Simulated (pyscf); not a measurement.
Thermochemistry of product channels of H₂Al–O–Cu (SMILES [AlH2][O][Cu]) + NH₃ (SMILES N) on the singlet surface, in eV, from ωB97M-D3(BJ)/def2-TZVP energies (ideal gas, 1 atm, RRHO with modes under 100 cm⁻¹ raised to 100, one conformer, R ln 2 for chiral ones without a mode under 150 cm⁻¹). Optimised with ωB97X-D3(BJ)/def2-SVP in PySCF.

```
products                                                    ΔE  ΔH(298 K)  ΔG(298 K)  ΔG(600 K)
-------------------------------------------------------  -----  ---------  ---------  ---------
HO–Cu (SMILES [OH][Cu]) + H₂N–AlH₂ (SMILES [NH2][AlH2])  +0.65      +0.61      +0.62      +0.63
H₂N–Cu (SMILES [NH2][Cu]) + HO–AlH₂ (SMILES [OH][AlH2])      …      +0.33      +0.32          …
```

### Question
Some entries are withheld; supply them.

### Answer

- H₂N–Cu (SMILES [NH2][Cu]) + HO–AlH₂ (SMILES [OH][AlH2]), ΔE: +0.37
- H₂N–Cu (SMILES [NH2][Cu]) + HO–AlH₂ (SMILES [OH][AlH2]), ΔG(600 K): +0.30

These are energies of the channels, which say nothing of barriers.
